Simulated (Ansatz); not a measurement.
## AlH⁺, doublet in cc-pVQZ: errors against full CI

Geometry: a point of a stretch scan, not a stationary point.

```xyz
2

Al    0.0000    0.0000    0.0000
H     0.0000    0.0000    3.0630
```

Basis cc-pVQZ; Ansatz 0.2.0. Correlated methods freeze the noble-gas cores, which leaves 3 electrons in 84 orbitals. R marks a restricted (for open shells ROHF) determinant, U an unrestricted one. Active spaces: valence = (3e, 5o) chosen from the atoms' valence shells.

Full CI is exact within this basis and frozen core; it isn't the basis-set limit. The frozen core follows each run's orbitals, which can shift R against U totals by a few meV.

```
UHF ⟨S²⟩                          : 0.754
T1 diagnostic (RCCSD)             : 0.0116
largest doubles amplitude (RCCSD) : 0.097
T1 diagnostic (UCCSD)             : 0.0124
```

```json
{"level": "RHF", "E − E(full CI) (mEh)": "41.62", "share of correlation (%)": "0.00", "wall time": "–"}
{"level": "UHF", "E − E(full CI) (mEh)": "41.45", "share of correlation (%)": "0.40", "wall time": "–"}
{"level": "RMP2", "E − E(full CI) (mEh)": "11.49", "share of correlation (%)": "72.39", "wall time": "–"}
{"level": "UMP2", "E − E(full CI) (mEh)": "11.53", "share of correlation (%)": "72.28", "wall time": "–"}
{"level": "RCCSD", "E − E(full CI) (mEh)": "0.16", "share of correlation (%)": "99.61", "wall time": "–"}
{"level": "UCCSD", "E − E(full CI) (mEh)": "0.16", "share of correlation (%)": "99.61", "wall time": "–"}
{"level": "RCCSD(T)", "E − E(full CI) (mEh)": "0.04", "share of correlation (%)": "99.90", "wall time": "1.6 s"}
{"level": "UCCSD(T)", "E − E(full CI) (mEh)": "0.04", "share of correlation (%)": "99.90", "wall time": "1.6 s"}
{"level": "BCCD(T)", "E − E(full CI) (mEh)": "0.04", "share of correlation (%)": "99.90", "wall time": "2.3 s"}
{"level": "RCCSDT", "E − E(full CI) (mEh)": "0.00", "share of correlation (%)": "100.00", "wall time": "28 s"}
{"level": "UCCSDT", "E − E(full CI) (mEh)": "0.00", "share of correlation (%)": "100.00", "wall time": "28 s"}
{"level": "CASSCF (valence space)", "E − E(full CI) (mEh)": "4.44", "share of correlation (%)": "89.33", "wall time": "–"}
{"level": "NEVPT2 (valence space)", "E − E(full CI) (mEh)": "1.41", "share of correlation (%)": "96.60", "wall time": "1.3 s"}
{"level": "MRCISD (valence space)", "E − E(full CI) (mEh)": "0.23", "share of correlation (%)": "99.45", "wall time": "–"}
{"level": "MRCISD+Q (valence space)", "E − E(full CI) (mEh)": "0.21", "share of correlation (%)": "99.48", "wall time": "2.2 s"}
```

The correlation energy at full CI, counted from RHF, is -1.132 eV. That run took 4.4 s on 1 thread of Arm Neoverse V2, shared host over 76,124 determinants.

Times hold each run's SCF and search for its determinant on a shared host, so for small cases they say little of a method's own cost; they ran on 1 thread of Arm Neoverse V2.

The full-CI state has the irrep A1 of C2v, in the program's axes (one component, if the state is degenerate).

Natural occupations of full CI about the gap: 1.890 0.999 0.036 0.036 0.034 0.001 0.001 0.001 0.001 0.000; effectively unpaired electrons, Σ n²(2−n)², 1.06.
